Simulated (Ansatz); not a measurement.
Input file for Ansatz (a quantum-chemistry and plane-wave program): R-wB97X-V/def2-TZVPPD on H2O (SMILES O). Files ending in .json are basis or fitting sets from the Basis Set Exchange.

Ansatz 0.2 input:
```yaml
crystal:
  periodic: [false, false, false]
  atoms:
    - {symbol: O, position_ang: [1.44668711, 0.03878197, -0.00456502]}
    - {symbol: H, position_ang: [1.82330811, -0.39959803, 0.76155898]}
    - {symbol: H, position_ang: [1.81895111, -0.43743103, -0.74996702]}
basis:
  gaussian:
    orbitals: def2-TZVPPD.json
hamiltonian:
  xc: {name: wB97X-V}
scf: {lower_state_search: off}
```

The log:

```
WARN ansatz: RAYON_NUM_THREADS=1 ignored (pool sized by the plan → 1); use --threads N
Functional definition: wB97X-V
these checks for a lower state are left out or cut short: stability, starts, cluster_reference, orbital_swaps, neighbouring_geometries, increment
integrals: 0.01 GiB planned
302 factors; their error is unknown
integrals: 0.04 GiB planned
104 factors; integrals over basis functions are off by at most 2.9e-5 eV
mean field: 0.15 GiB planned
mean field evaluation 1: about -2076.8879 eV, gradient 4.4e1 eV
mean field evaluation 2: about -2076.3959 eV, gradient 4.9e1 eV
mean field evaluation 4: about -2079.9553 eV, gradient 2.7e-1 eV
mean field evaluation 8: about -2079.9591 eV, gradient 2.2e-2 eV
mean field -2079.95913336 eV, -76.4370883041 hartree, gradient 8.0e-6 eV, S^2 0.000000; 0 other end points of the search recorded, 0 dependent functions left out
reference -2079.95913145 eV, -76.4370882338 hartree; 5, 5 occupied and 69, 69 virtual orbitals, 302 factors
Total energy: -2079.95913145 eV, -76.4370882338 hartree
Checks for a lower state left out: stability, starts, cluster_reference, orbital_swaps, neighbouring_geometries, increment
```

The calculation finished and met its thresholds.

Cost: around 0.9 core-seconds (rough).
